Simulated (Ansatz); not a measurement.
# LiSi₂H₅ (SMILES [Li][SiH2][SiH3]): one structure at several levels

One table from this session's results is given with a row withheld; the runs are named, their logs left out.

Computed with Ansatz 0.2.0, Gaussian basis. Level: single points in def2-TZVPP.

Correlated methods freeze the cores. The outer core shell of Li, Na, Mg and K is correlated. B3LYP uses VWN-RPA correlation.

### Starting geometry

SMILES `[Li][SiH2][SiH3]`, 8 atoms, charge 0, spin multiplicity 1.

Atoms are counted from 1 here; the program's logs count them from 0.

Bond lengths: Li1–Si2 2.484 Å, Si2–Si3 2.288 Å, Si2–H4 1.491 Å, Si2–H5 1.550 Å, Si3–H6 1.493 Å, Si3–H7 1.536 Å, Si3–H8 1.471 Å. Angles: Li1–Si2–Si3 121.4°, Li1–Si2–H4 113.5°, Li1–Si2–H5 112.5°, Si3–Si2–H4 105.1°, Si3–Si2–H5 104.1°, H4–Si2–H5 97.2°, Si2–Si3–H6 111.9°, Si2–Si3–H7 120.5°, Si2–Si3–H8 107.1°, H6–Si3–H7 106.1°, H6–Si3–H8 102.0°, H7–Si3–H8 107.6°.

Geometry (Å):

```
atom     x (Å)     y (Å)     z (Å)
 Li1  -2.83370   1.33720  -0.40440
 Si2  -0.53170   0.51230  -0.83950
 Si3   0.66920  -0.57380   0.77670
  H4  -0.42970  -0.35540  -2.04830
  H5   0.41960   1.63510  -1.32710
  H6   0.77770   0.23430   2.02770
  H7   2.08450  -1.09280   0.48090
  H8  -0.14110  -1.71830   1.22160
```

The first run:

The input, run/in.yaml:

```yaml
crystal:
  periodic: [false, false, false]
  atoms:
    - {symbol: Li, position_ang: [-2.833700, 1.337200, -0.404400]}
    - {symbol: Si, position_ang: [-0.531700, 0.512300, -0.839500]}
    - {symbol: Si, position_ang: [0.669200, -0.573800, 0.776700]}
    - {symbol: H, position_ang: [-0.429700, -0.355400, -2.048300]}
    - {symbol: H, position_ang: [0.419600, 1.635100, -1.327100]}
    - {symbol: H, position_ang: [0.777700, 0.234300, 2.027700]}
    - {symbol: H, position_ang: [2.084500, -1.092800, 0.480900]}
    - {symbol: H, position_ang: [-0.141100, -1.718300, 1.221600]}
basis:
  gaussian: {orbitals: def2-TZVPP}
correlation: {method: ccsd_t}
output: {forces: true}
```

The command line of these runs was not kept.

Steps of the session up to this table: CCSD(T)/def2-TZVPP; PBE0-D4/def2-TZVPP; wB97M-V/def2-TZVPP; r2SCAN-D4/def2-TZVPP; PBE-D4/def2-TZVPP; B3LYP-D4/def2-TZVPP; SPW92/def2-TZVPP.

One of the session's tables, all rows but one given; the rest of the session is left out.

| method | RMS force component (eV/Å) | angle to CCSD(T) forces (°) | dipole (D) |
| --- | --- | --- | --- |
| CCSD(T) | 0.432 | reference | 8.21 |
| PBE0-D4 | 0.392 | 6.8 | 7.99 |
| wB97M-V | 0.424 | 6.2 | 8.06 |
| r2SCAN-D4 | 0.386 | 6.3 | 8.11 |
| PBE-D4 | 0.366 | 18.0 | 7.79 |
| B3LYP-D4 | ? | ? | ? |
| SPW92 | 0.329 | 25.4 | 7.83 |

Q: Estimate the row for B3LYP-D4 from the others.

As computed: RMS force component (eV/Å): 0.418; angle to CCSD(T) forces (°): 1.3; dipole (D): 7.95. In the column «RMS force component (eV/Å)» it lies between PBE0-D4 (0.392) and wB97M-V (0.424).
